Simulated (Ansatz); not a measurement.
BH4⁺, triplet: reading a ladder of total energies

Geometry: a point of a stretch scan, not a stationary point.

```yaml
atoms:
  - { symbol: B, position_ang: [0.0033, -0.0033, -0.0070] }
  - { symbol: H, position_ang: [0.4757, 0.4830, 1.0503] }
  - { symbol: H, position_ang: [-0.4825, -0.4741, 1.0512] }
  - { symbol: H, position_ang: [-0.4687, 0.4681, -1.0713] }
  - { symbol: H, position_ang: [0.4406, -0.4420, -0.9545] }
```

Basis cc-pVDZ; Ansatz 0.2.0. Only valence electrons are correlated (noble-gas cores frozen), which leaves 6 electrons in 33 orbitals. R marks a restricted (for open shells ROHF) determinant, U an unrestricted one.

Full CI is exact within this basis and frozen core; it isn't the basis-set limit. The frozen core follows each run's orbitals, which can shift R against U totals by a few meV.

Runs differ by some tens of microhartree through their thresholds and, for an open shell, their frozen cores, so steps under 0.1 kcal/mol mean nothing.

```csv
level,total energy (hartree)
UHF,-26.488706
UMP2,-26.573703
UCCSD,-26.597282
UCCSD(T),-26.599227
UCCSDT,-26.599737
UCCSDT(Q),-26.599773
full CI,-26.599750
```

What is the correlation energy at full CI, and what share of it do UMP2 and UCCSD recover?

E(corr) = -26.599750 − (-26.488706) = -0.111044 hartree = -3.022 eV. UMP2: -0.084997 / -0.111044 = 76.54 %. UCCSD: -0.108576 / -0.111044 = 97.78 %.

By how many kcal/mol does UCCSD(T) miss full CI (1 hartree = 627.509 kcal/mol), and which steps make up the rest?

-26.599227 − (-26.599750) = 0.000523 hartree = 0.33 kcal/mol. Steps: UCCSDT − UCCSD(T) = -0.32, UCCSDT(Q) − UCCSDT = -0.02, full CI − UCCSDT(Q) = 0.01 kcal/mol. That is within 1 kcal/mol of the reference in this basis, which itself misses far more of the correlation at the basis-set limit.
